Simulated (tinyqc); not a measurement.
Inside a calculation (part 1 of 2). Method: RKS/PBE in the sto-3g basis, for H2O, spin multiplicity 1. Computed by tinyqc, a small Python program that keeps every step (integrals from PySCF). Settings: charge = 0, multiplicity = 1, basis = sto-3g, energy threshold = 1e-08, iteration cap = 55, orthogonalisation = canonical, start = atomic densities, DIIS depth = 8, shift = 1.0, method = RKS, functional = pbe,pbe, grid = [40, 26]. Command: `OMP_NUM_THREADS=1 python tinyqc.py 25504 25505 out.jsonl` (the two numbers bound the seeds that draw the settings). One thread of a shared host (Intel(R) Xeon(R) Processor @ 2.60GHz), about 0.7 s of CPU time with the checks. Later iterations appear only in the table of the cycle.

## One-electron integrals

Geometry (angstrom):
```
atom         x          y         z
O     0.000000   0.000000  0.000000
H     0.000000   0.936000  0.866000
H     0.000000  -0.924000  0.855000
```

Basis sto-3g: exponents (1/bohr^2) and contraction coefficients of normalised primitives:
```
element  l (shell)    exponent  coefficient
O            s (1)  130.709320     0.154329
O            s (1)   23.808861     0.535328
O            s (1)    6.443608     0.444635
O            s (2)    5.033151    -0.099967
O            s (2)    1.169596     0.399513
O            s (2)    0.380389     0.700115
O            p (3)    5.033151     0.155916
O            p (3)    1.169596     0.607684
O            p (3)    0.380389     0.391957
H            s (1)    3.425251     0.154329
H            s (1)    0.623914     0.535328
H            s (1)    0.168855     0.444635
```

Overlap, kinetic and nuclear-attraction integrals over the contracted functions; the nuclear repulsion is the sum of Za Zb / Rab.

nuclear repulsion = 6.96721152 hartree

overlap S, order 1O 1s, 1O 2s, 1O 2px, 1O 2py, 1O 2pz, 2H 1s, 3H 1s:
$$\begin{pmatrix}
1.000000 & 0.236704 & 0.000000 & 0.000000 & 0.000000 & 0.025463 & 0.026437 \\
0.236704 & 1.000000 & 0.000000 & 0.000000 & 0.000000 & 0.292789 & 0.300711 \\
0.000000 & 0.000000 & 1.000000 & 0.000000 & 0.000000 & 0.000000 & 0.000000 \\
0.000000 & 0.000000 & 0.000000 & 1.000000 & 0.000000 & 0.201164 & -0.205587 \\
0.000000 & 0.000000 & 0.000000 & 0.000000 & 1.000000 & 0.186120 & 0.190235 \\
0.025463 & 0.292789 & 0.000000 & 0.201164 & 0.186120 & 1.000000 & 0.149357 \\
0.026437 & 0.300711 & 0.000000 & -0.205587 & 0.190235 & 0.149357 & 1.000000
\end{pmatrix}$$

kinetic energy T (hartree), order 1O 1s, 1O 2s, 1O 2px, 1O 2py, 1O 2pz, 2H 1s, 3H 1s:
$$\begin{pmatrix}
29.003200 & -0.168011 & 0.000000 & 0.000000 & 0.000000 & -0.008066 & -0.008277 \\
-0.168011 & 0.808128 & 0.000000 & 0.000000 & 0.000000 & 0.024060 & 0.027403 \\
0.000000 & 0.000000 & 2.528731 & 0.000000 & 0.000000 & 0.000000 & 0.000000 \\
0.000000 & 0.000000 & 0.000000 & 2.528731 & 0.000000 & 0.073937 & -0.078720 \\
0.000000 & 0.000000 & 0.000000 & 0.000000 & 2.528731 & 0.068407 & 0.072842 \\
-0.008066 & 0.024060 & 0.000000 & 0.073937 & 0.068407 & 0.760032 & -0.007724 \\
-0.008277 & 0.027403 & 0.000000 & -0.078720 & 0.072842 & -0.007724 & 0.760032
\end{pmatrix}$$

nuclear attraction V (hartree), order 1O 1s, 1O 2s, 1O 2px, 1O 2py, 1O 2pz, 2H 1s, 3H 1s:
$$\begin{pmatrix}
-61.453794 & -7.380807 & 0.000000 & 0.000167 & -0.012036 & -0.811357 & -0.842477 \\
-7.380807 & -9.885959 & 0.000000 & 0.001980 & -0.150146 & -2.130563 & -2.197406 \\
0.000000 & 0.000000 & -9.771582 & 0.000000 & 0.000000 & 0.000000 & 0.000000 \\
0.000167 & 0.001980 & 0.000000 & -9.838608 & 0.001080 & -1.269005 & 1.304909 \\
-0.012036 & -0.150146 & 0.000000 & 0.001080 & -9.828964 & -1.209672 & -1.243373 \\
-0.811357 & -2.130563 & 0.000000 & -1.269005 & -1.209672 & -4.796548 & -0.781135 \\
-0.842477 & -2.197406 & 0.000000 & 1.304909 & -1.243373 & -0.781135 & -4.836681
\end{pmatrix}$$

core Hamiltonian H = T + V (hartree), order 1O 1s, 1O 2s, 1O 2px, 1O 2py, 1O 2pz, 2H 1s, 3H 1s:
$$\begin{pmatrix}
-32.450594 & -7.548818 & 0.000000 & 0.000167 & -0.012036 & -0.819422 & -0.850754 \\
-7.548818 & -9.077831 & 0.000000 & 0.001980 & -0.150146 & -2.106503 & -2.170003 \\
0.000000 & 0.000000 & -7.242851 & 0.000000 & 0.000000 & 0.000000 & 0.000000 \\
0.000167 & 0.001980 & 0.000000 & -7.309877 & 0.001080 & -1.195068 & 1.226189 \\
-0.012036 & -0.150146 & 0.000000 & 0.001080 & -7.300233 & -1.141265 & -1.170532 \\
-0.819422 & -2.106503 & 0.000000 & -1.195068 & -1.141265 & -4.036516 & -0.788859 \\
-0.850754 & -2.170003 & 0.000000 & 1.226189 & -1.170532 & -0.788859 & -4.076649
\end{pmatrix}$$

## Two-electron integrals

Functions are numbered as in S; the eight-fold symmetry (ij|kl) = (ji|kl) = (kl|ij) leaves the list below.

Two-electron integrals (ij|kl) in chemists' order, unique and non-zero (hartree):
```
(11|11) 4.785065    (21|11) 0.741380    (21|21) 0.136873    (22|11) 1.118947
(22|21) 0.256633    (22|22) 0.817206    (31|31) 0.024477    (32|31) 0.037809
(32|32) 0.180518    (33|11) 1.115814    (33|21) 0.256684    (33|22) 0.817023
(33|33) 0.880159    (41|41) 0.024477    (42|41) 0.037809    (42|42) 0.180518
(43|43) 0.047444    (44|11) 1.115814    (44|21) 0.256684    (44|22) 0.817023
(44|33) 0.785270    (44|44) 0.880159    (51|51) 0.024477    (52|51) 0.037809
(52|52) 0.180518    (53|53) 0.047444    (54|54) 0.047444    (55|11) 1.115814
(55|21) 0.256684    (55|22) 0.817023    (55|33) 0.785270    (55|44) 0.785270
(55|55) 0.880159    (61|11) 0.080583    (61|21) 0.014770    (61|22) 0.027581
(61|33) 0.027529    (61|41) 0.000478    (61|42) 0.000908    (61|44) 0.027615
(61|51) 0.000443    (61|52) 0.000840    (61|54) 0.000079    (61|55) 0.027603
(61|61) 0.001613    (62|11) 0.226033    (62|21) 0.052624    (62|22) 0.189399
(62|33) 0.186002    (62|41) 0.002876    (62|42) 0.023438    (62|44) 0.191389
(62|51) 0.002661    (62|52) 0.021685    (62|54) 0.004984    (62|55) 0.190613
(62|61) 0.005800    (62|62) 0.057732    (63|31) 0.005126    (63|32) 0.031199
(63|43) 0.004672    (63|53) 0.004323    (63|63) 0.007623    (64|11) 0.129066
(64|21) 0.030404    (64|22) 0.116897    (64|33) 0.111811    (64|41) 0.006558
(64|42) 0.044617    (64|44) 0.124269    (64|51) 0.001326    (64|52) 0.012414
(64|54) 0.007203    (64|55) 0.114476    (64|61) 0.003474    (64|62) 0.043386
(64|64) 0.039884    (65|11) 0.119414    (65|21) 0.028131    (65|22) 0.108155
(65|33) 0.103449    (65|41) 0.001326    (65|42) 0.012414    (65|44) 0.106330
(65|51) 0.006352    (65|52) 0.042685    (65|54) 0.007337    (65|55) 0.114560
(65|61) 0.003214    (65|62) 0.040141    (65|64) 0.029849    (65|65) 0.035239
(66|11) 0.410544    (66|21) 0.097077    (66|22) 0.402859    (66|33) 0.388336
(66|41) 0.005966    (66|42) 0.069090    (66|44) 0.411572    (66|51) 0.005520
(66|52) 0.063923    (66|54) 0.021498    (66|55) 0.408227    (66|61) 0.010748
(66|62) 0.165597    (66|64) 0.142318    (66|65) 0.131674    (66|66) 0.774606
(71|11) 0.083672    (71|21) 0.015336    (71|22) 0.028636    (71|33) 0.028582
(71|41) -0.000499   (71|42) -0.000946   (71|44) 0.028672    (71|51) 0.000462
(71|52) 0.000876    (71|54) -0.000083   (71|55) 0.028659    (71|61) 0.001654
(71|62) 0.005861    (71|64) 0.003254    (71|65) 0.003252    (71|66) 0.010812
(71|71) 0.001739    (72|11) 0.233138    (72|21) 0.054272    (72|22) 0.195136
(72|33) 0.191638    (72|41) -0.002970   (72|42) -0.024122   (72|44) 0.197184
(72|51) 0.002749    (72|52) 0.022320    (72|54) -0.005132   (72|55) 0.196387
(72|61) 0.005822    (72|62) 0.047423    (72|64) 0.024878    (72|65) 0.032052
(72|66) 0.109382    (72|71) 0.006211    (72|72) 0.061083    (73|31) 0.005304
(73|32) 0.032218    (73|43) -0.004819   (73|53) 0.004459    (73|63) 0.006055
(73|73) 0.008094    (74|11) -0.132645   (74|21) -0.031245   (74|22) -0.119998
(74|33) -0.114762   (74|41) 0.006781    (74|42) 0.045998    (74|44) -0.127595
(74|51) -0.001366   (74|52) -0.012751   (74|54) 0.007416    (74|55) -0.117498
(74|61) -0.003221   (74|62) -0.024752   (74|64) -0.007308   (74|65) -0.016447
(74|66) -0.053187   (74|71) -0.003709   (74|72) -0.045726   (74|74) 0.041960
(75|11) 0.122739    (75|21) 0.028912    (75|22) 0.111037    (75|33) 0.106192
(75|41) -0.001366   (75|42) -0.012751   (75|44) 0.109149    (75|51) 0.006569
(75|52) 0.044017    (75|54) -0.007555   (75|55) 0.117641    (75|61) 0.003220
(75|62) 0.031969    (75|64) 0.016478    (75|65) 0.027353    (75|66) 0.080213
(75|71) 0.003432    (75|72) 0.042312    (75|74) -0.031337   (75|75) 0.037091
(76|11) 0.076067    (76|21) 0.017908    (76|22) 0.071197    (76|33) 0.069351
(76|41) 3.08e-06    (76|42) 0.000043    (76|44) 0.070496    (76|51) 0.001320
(76|52) 0.013399    (76|54) 0.000011    (76|55) 0.073665    (76|61) 0.001959
(76|62) 0.022567    (76|64) 0.014856    (76|65) 0.017676    (76|66) 0.072581
(76|71) 0.002033    (76|72) 0.023146    (76|74) -0.015137   (76|75) 0.018068
(76|76) 0.011780    (77|11) 0.415548    (77|21) 0.098253    (77|22) 0.407311
(77|33) 0.392481    (77|41) -0.006096   (77|42) -0.070292   (77|44) 0.416204
(77|51) 0.005640    (77|52) 0.065043    (77|54) -0.021951   (77|55) 0.412794
(77|61) 0.010539    (77|62) 0.107345    (77|64) 0.052384    (77|65) 0.078992
(77|66) 0.282893    (77|71) 0.011299    (77|72) 0.171310    (77|74) -0.146604
(77|75) 0.135657    (77|76) 0.072581    (77|77) 0.774606
```

## Orthogonalisation

S = U s U^T; canonical form X = U s^(-1/2), so that X^T S X = 1. Each column of U has its largest component positive (the first on a tie).

eigenvalues of S: [0.532180, 0.628389, 0.881293, 1.000000, 1.115220, 1.222430, 1.620489]

X, order 1O 1s, 1O 2s, 1O 2px, 1O 2py, 1O 2pz, 2H 1s, 3H 1s:
$$\begin{pmatrix}
-0.405388 & -0.024466 & 0.693037 & 0.000000 & 0.613420 & 0.005034 & 0.206662 \\
0.925812 & 0.041072 & -0.300120 & 0.000000 & 0.337852 & 0.005208 & 0.455409 \\
0.000000 & 0.000000 & 0.000000 & 1.000000 & 0.000000 & 0.000000 & 0.000000 \\
-0.039135 & 0.770982 & 0.002298 & 0.000000 & -0.000633 & 0.715380 & -0.005861 \\
0.456938 & 0.017887 & 0.686025 & 0.000000 & -0.584895 & 0.001505 & 0.238787 \\
-0.528723 & -0.730016 & -0.219438 & 0.000000 & -0.181214 & 0.396425 & 0.388973 \\
-0.606402 & 0.679286 & -0.213391 & 0.000000 & -0.176961 & -0.386091 & 0.398294
\end{pmatrix}$$

## Starting guess

The start is atomic minimal-basis densities projected into this basis (PySCF's MINAO start) and scaled to the electron count of each spin; this density is not idempotent, so its energy is not variational and may lie below the converged one.

D at the start, order 1O 1s, 1O 2s, 1O 2px, 1O 2py, 1O 2pz, 2H 1s, 3H 1s:
$$\begin{pmatrix}
2.144152 & -0.495517 & 0.000000 & -0.000208 & 0.013044 & -0.015256 & -0.015357 \\
-0.495517 & 2.101737 & 0.000000 & 0.001115 & -0.064805 & 0.058751 & 0.058689 \\
0.000000 & 0.000000 & 1.307909 & 0.000000 & 0.000000 & 0.000000 & 0.000000 \\
-0.000208 & 0.001115 & 0.000000 & 1.221338 & 0.000942 & 0.110431 & -0.110147 \\
0.013044 & -0.064805 & 0.000000 & 0.000942 & 1.244360 & 0.077475 & 0.077369 \\
-0.015256 & 0.058751 & 0.000000 & 0.110431 & 0.077475 & 0.991123 & 0.056264 \\
-0.015357 & 0.058689 & 0.000000 & -0.110147 & 0.077369 & 0.056264 & 0.991049
\end{pmatrix}$$

## Iteration 1: exchange-correlation on the grid

Becke grid with 40 radial and 26 angular points per atom, points of zero weight dropped. rho = sum D_ij phi_i phi_j; V_xc,ij = sum w v_xc phi_i phi_j plus the gradient terms; v_xc is d(rho eps)/d rho at fixed gradient.

The 12 grid points with the largest w rho, of 3066 (bohr, atomic units):
```
x                  y          z         w       rho  |grad rho|^2     eps_xc       v_xc
-1.129387   0.000000   0.000000  0.126235  0.300972      0.639074  -0.569712  -0.698180
1.129387    0.000000   0.000000  0.126235  0.300972      0.639074  -0.569712  -0.698180
0.000000    0.000000  -1.129387  0.126264  0.298715      0.638236  -0.568725  -0.695897
-0.972395   0.000000   0.000000  0.084163  0.443750      1.031485  -0.634983  -0.804966
0.972395    0.000000   0.000000  0.084163  0.443750      1.031485  -0.634983  -0.804966
0.000000    0.000000  -0.972395  0.084171  0.441587      1.034462  -0.634187  -0.803343
0.000000    0.000000   1.129387  0.121875  0.304791      0.553678  -0.568898  -0.706882
0.000000    1.129387   0.000000  0.120736  0.302113      0.580564  -0.568466  -0.702679
0.000000   -1.129387   0.000000  0.120279  0.302658      0.579165  -0.568668  -0.703307
0.000000    0.000000   0.972395  0.083029  0.437389      0.886283  -0.630942  -0.804080
0.000000    0.972395   0.000000  0.082741  0.438072      0.934783  -0.631733  -0.803339
0.000000   -0.972395   0.000000  0.082607  0.438427      0.932039  -0.631842  -0.803660
```

electrons on the grid, sum of w rho = 10.006785

E_xc = sum of w rho eps_xc = -9.18863476 hartree

V_xc (hartree), order 1O 1s, 1O 2s, 1O 2px, 1O 2py, 1O 2pz, 2H 1s, 3H 1s:
$$\begin{pmatrix}
-3.094060 & -0.418067 & 0.000000 & 0.000002 & 0.000201 & -0.045878 & -0.047636 \\
-0.418067 & -0.779083 & 0.000000 & 0.000201 & -0.007751 & -0.175196 & -0.180844 \\
0.000000 & 0.000000 & -0.769249 & 0.000000 & 0.000000 & 0.000000 & 0.000000 \\
0.000002 & 0.000201 & 0.000000 & -0.773517 & 0.000133 & -0.109045 & 0.112324 \\
0.000201 & -0.007751 & 0.000000 & 0.000133 & -0.774359 & -0.104220 & -0.107281 \\
-0.045878 & -0.175196 & 0.000000 & -0.109045 & -0.104220 & -0.459823 & -0.064322 \\
-0.047636 & -0.180844 & 0.000000 & 0.112324 & -0.107281 & -0.064322 & -0.461747
\end{pmatrix}$$

## Iteration 1: building the Kohn-Sham matrix

J_ij = sum D_kl (ij|kl); F = H + J + V_xc; E = tr D H + tr D J / 2 + E_xc + E_nn.

Coulomb J (hartree), order 1O 1s, 1O 2s, 1O 2px, 1O 2py, 1O 2pz, 2H 1s, 3H 1s:
$$\begin{pmatrix}
17.058956 & 3.191654 & 0.000000 & -0.000115 & 0.010149 & 0.345154 & 0.358381 \\
3.191654 & 7.886126 & 0.000000 & -0.001199 & 0.131004 & 1.853344 & 1.909436 \\
0.000000 & 0.000000 & 7.849397 & 0.000000 & 0.000000 & 0.000000 & 0.000000 \\
-0.000115 & -0.001199 & 0.000000 & 7.895612 & -0.000448 & 1.151338 & -1.182092 \\
0.010149 & 0.131004 & 0.000000 & -0.000448 & 7.889476 & 1.096840 & 1.125916 \\
0.345154 & 1.853344 & 0.000000 & 1.151338 & 1.096840 & 4.305234 & 0.724348 \\
0.358381 & 1.909436 & 0.000000 & -1.182092 & 1.125916 & 0.724348 & 4.341899
\end{pmatrix}$$

Kohn-Sham matrix F (hartree), order 1O 1s, 1O 2s, 1O 2px, 1O 2py, 1O 2pz, 2H 1s, 3H 1s:
$$\begin{pmatrix}
-18.485698 & -4.775232 & 0.000000 & 0.000054 & -0.001685 & -0.520146 & -0.540009 \\
-4.775232 & -1.970788 & 0.000000 & 0.000983 & -0.026893 & -0.428356 & -0.441411 \\
0.000000 & 0.000000 & -0.162703 & 0.000000 & 0.000000 & 0.000000 & 0.000000 \\
0.000054 & 0.000983 & 0.000000 & -0.187782 & 0.000764 & -0.152775 & 0.156421 \\
-0.001685 & -0.026893 & 0.000000 & 0.000764 & -0.185116 & -0.148645 & -0.151896 \\
-0.520146 & -0.428356 & 0.000000 & -0.152775 & -0.148645 & -0.191105 & -0.128833 \\
-0.540009 & -0.441411 & 0.000000 & 0.156421 & -0.151896 & -0.128833 & -0.196497
\end{pmatrix}$$

total energy of this density = -75.52231080 hartree

This density is the starting one; it is not idempotent, so its energy is not variational and may lie below the converged one.

## Iteration 1: diagonalisation and new density

A level shift of 1 hartree raises the virtual space: F + shift (S - S D(s) S), with D(s) the density of one spin (D/2). Diagonalise F' = X^T F X, C = X C', fill 5 alpha and 5 beta electrons from the bottom; D = 2 C_occ C_occ^T. Each column has its largest component positive (the first on a tie).

F' = X^T F X (hartree):
$$\begin{pmatrix}
-0.279844 & -0.084130 & 2.681736 & 0.000000 & 2.495549 & 0.021512 & 0.826696 \\
-0.084130 & 0.874549 & 0.187929 & 0.000000 & 0.184948 & -0.047164 & 0.070785 \\
2.681736 & 0.187929 & -6.709271 & 0.000000 & -7.687288 & -0.069062 & -3.625876 \\
0.000000 & 0.000000 & 0.000000 & 0.183342 & 0.000000 & 0.000000 & 0.000000 \\
2.495549 & 0.184948 & -7.687288 & 0.000000 & -8.812455 & -0.080843 & -4.481120 \\
0.021512 & -0.047164 & -0.069062 & 0.000000 & -0.080843 & -0.063022 & -0.041407 \\
0.826696 & 0.070785 & -3.625876 & 0.000000 & -4.481120 & -0.041407 & -2.914310
\end{pmatrix}$$

orbital energies (hartree): MO1 -18.510453, MO2 -1.003714, MO3 -0.064856, MO4 -0.001910, MO5 0.183342, MO6 0.793080, MO7 0.883500

coefficients C, order 1O 1s, 1O 2s, 1O 2px, 1O 2py, 1O 2pz, 2H 1s, 3H 1s:
$$\begin{pmatrix}
0.993589 & -0.237757 & -0.003229 & 0.093052 & 0.000000 & 0.108415 & 0.009320 \\
0.026555 & 0.871883 & 0.015236 & -0.427548 & 0.000000 & -0.569161 & -0.050952 \\
0.000000 & 0.000000 & 0.000000 & 0.000000 & 1.000000 & 0.000000 & 0.000000 \\
-0.000050 & -0.001887 & 0.754004 & 0.017109 & 0.000000 & -0.053356 & 0.732181 \\
0.001654 & 0.080737 & -0.016394 & 0.777001 & 0.000000 & -0.682212 & -0.054150 \\
-0.003198 & 0.181972 & 0.349041 & 0.301450 & 0.000000 & 0.711281 & -0.670946 \\
-0.003309 & 0.185999 & -0.359639 & 0.285011 & 0.000000 & 0.606392 & 0.775126
\end{pmatrix}$$

D after iteration 1, order 1O 1s, 1O 2s, 1O 2px, 1O 2py, 1O 2pz, 2H 1s, 3H 1s:
$$\begin{pmatrix}
2.104834 & -0.441490 & 0.000000 & -0.000886 & 0.109604 & -0.039038 & -0.039656 \\
-0.441490 & 1.887829 & 0.000000 & 0.005052 & -0.524037 & 0.070013 & 0.069492 \\
0.000000 & 0.000000 & 2.000000 & 0.000000 & 0.000000 & 0.000000 & 0.000000 \\
-0.000886 & 0.005052 & 0.000000 & 1.137637 & 0.001560 & 0.535985 & -0.533287 \\
0.109604 & -0.524037 & 0.000000 & 0.001560 & 1.221041 & 0.486382 & 0.484722 \\
-0.039038 & 0.070013 & 0.000000 & 0.535985 & 0.486382 & 0.491651 & -0.011510 \\
-0.039656 & 0.069492 & 0.000000 & -0.533287 & 0.484722 & -0.011510 & 0.490355
\end{pmatrix}$$

## Iteration 2: exchange-correlation on the grid

As before.

The 12 grid points with the largest w rho, of 3066 (bohr, atomic units):
```
x                 y          z         w       rho  |grad rho|^2     eps_xc       v_xc
1.129387   0.000000   0.000000  0.126235  0.393458      1.078498  -0.616412  -0.764925
-1.129387  0.000000   0.000000  0.126235  0.393458      1.078498  -0.616412  -0.764925
0.972395   0.000000   0.000000  0.084163  0.577652      1.717890  -0.687847  -0.878426
-0.972395  0.000000   0.000000  0.084163  0.577652      1.717890  -0.687847  -0.878426
0.000000   0.000000  -1.129387  0.126264  0.354136      0.906589  -0.598138  -0.736897
1.303671   0.000000   0.000000  0.186391  0.239865      0.529168  -0.539693  -0.635678
-1.303671  0.000000   0.000000  0.186391  0.239865      0.529168  -0.539693  -0.635678
0.000000   0.000000  -0.972395  0.084171  0.524563      1.472743  -0.668316  -0.850085
0.831481   0.000000   0.000000  0.055126  0.777695      2.361584  -0.751592  -0.973251
-0.831481  0.000000   0.000000  0.055126  0.777695      2.361584  -0.751592  -0.973251
0.000000   0.000000  -1.303671  0.186486  0.214427      0.428791  -0.523286  -0.610808
0.798597   0.000000  -0.798597  0.101011  0.387994      1.077600  -0.614337  -0.760377
```

electrons on the grid, sum of w rho = 10.007006

E_xc = sum of w rho eps_xc = -9.31927689 hartree

V_xc (hartree), order 1O 1s, 1O 2s, 1O 2px, 1O 2py, 1O 2pz, 2H 1s, 3H 1s:
$$\begin{pmatrix}
-3.084555 & -0.419994 & 0.000000 & -0.000019 & 0.003199 & -0.045954 & -0.047713 \\
-0.419994 & -0.798852 & 0.000000 & 0.000026 & 0.014315 & -0.175239 & -0.180843 \\
0.000000 & 0.000000 & -0.808995 & 0.000000 & 0.000000 & 0.000000 & 0.000000 \\
-0.000019 & 0.000026 & 0.000000 & -0.783069 & 0.000142 & -0.107307 & 0.110451 \\
0.003199 & 0.014315 & 0.000000 & 0.000142 & -0.785020 & -0.099319 & -0.102209 \\
-0.045954 & -0.175239 & 0.000000 & -0.107307 & -0.099319 & -0.415627 & -0.061729 \\
-0.047713 & -0.180843 & 0.000000 & 0.110451 & -0.102209 & -0.061729 & -0.418194
\end{pmatrix}$$
